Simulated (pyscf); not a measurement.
`[F][GeH]=[Se]` → `[Ge]=[Se]` [singlet] + `[FH]`, a 1,1-elimination (singlet surface; F–Ge, Ge–H broken, F–H formed). PySCF, gas phase, ωB97X-D3(BJ)/def2-SVP geometries. Correlated levels are frozen-core, on RHF or UHF. ΔMP2 is the change of the MP2 total energy from the triple- to the quadruple-zeta basis. Energies in eV from the reactant's lowest minimum found.

Small-basis levels: PySCF, no dispersion term, spherical d functions. 

### Question
In single points BP86/6-31G*+LANL2DZ puts the saddle at 1.86 eV and the reaction energy at +0.59 eV. Should these be trusted to within a few kcal/mol? Compare with CCSD(T)/def2-TZVPP + ΔMP2(QZVPP).

### Answer
CCSD(T)/def2-TZVPP + ΔMP2(QZVPP) gives ΔE‡ = 2.07 eV and ΔE = +0.18 eV. BP86/6-31G*+LANL2DZ lies 0.20 eV under it in the barrier and 0.42 eV over it in the reaction energy, so on this step it does not hold to within 0.13 eV. CCSD(T)/def2-TZVPP + ΔMP2(QZVPP) has limits of its own. This is the saddle that the search found; another between the same sides may lie lower. The CCSD(T) − MP2 part came from Ansatz, without density fitting, on the same reference. The frozen core leaves the outer d or s,p core shells of the metals and heavy elements correlated in the MP2 and CC values, and def2-TZVPP describes them poorly, which can shift differences by a few kcal/mol. In the def2 sets elements up to Kr have no core potential.
